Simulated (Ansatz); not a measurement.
C$_{3}$H$_{2}$OS, SMILES `C#CC(=O)S` at its PBE0-D4/def2-TZVP geometry, where that method's forces vanish. Charge 0, multiplicity 1.

```csv
atom,x (Å),y (Å),z (Å)
C1,1.518,-0.937,-0.929
C2,0.699,-0.404,-0.231
C3,-0.295,0.240,0.594
O4,-0.203,0.357,1.786
S5,-1.659,0.830,-0.374
H6,2.251,-1.412,-1.538
H7,-2.312,1.326,0.692
```

(1) For each bond, give half the difference of the two atoms' forces along it (eV/Å; positive pushes the atoms apart) under PBE-D4, r2SCAN-D4, B3LYP-D4, ωB97M-V in def2-TZVPP. (Estimate.)

Answers

(1) The calculation gave: 
```json
{"bond": "C1–C2", "length (Å)": "1.200", "PBE-D4": "1.07", "r2SCAN-D4": "0.45", "B3LYP-D4": "-0.02", "ωB97M-V": "-0.48"}
{"bond": "C1–H6", "length (Å)": "1.065", "PBE-D4": "-0.42", "r2SCAN-D4": "-0.26", "B3LYP-D4": "-0.10", "ωB97M-V": "0.08"}
{"bond": "C2–C3", "length (Å)": "1.443", "PBE-D4": "-0.91", "r2SCAN-D4": "-0.44", "B3LYP-D4": "-0.07", "ωB97M-V": "0.52"}
{"bond": "C3–O4", "length (Å)": "1.201", "PBE-D4": "1.13", "r2SCAN-D4": "0.48", "B3LYP-D4": "0.27", "ωB97M-V": "-0.11"}
{"bond": "C3–S5", "length (Å)": "1.774", "PBE-D4": "0.10", "r2SCAN-D4": "0.13", "B3LYP-D4": "0.17", "ωB97M-V": "-0.03"}
{"bond": "S5–H7", "length (Å)": "1.345", "PBE-D4": "0.28", "r2SCAN-D4": "0.02", "B3LYP-D4": "-0.04", "ωB97M-V": "-0.13"}
```

B3LYP here is the variant with VWN-RPA as its local correlation; programs differ in this.

Computed with Ansatz.
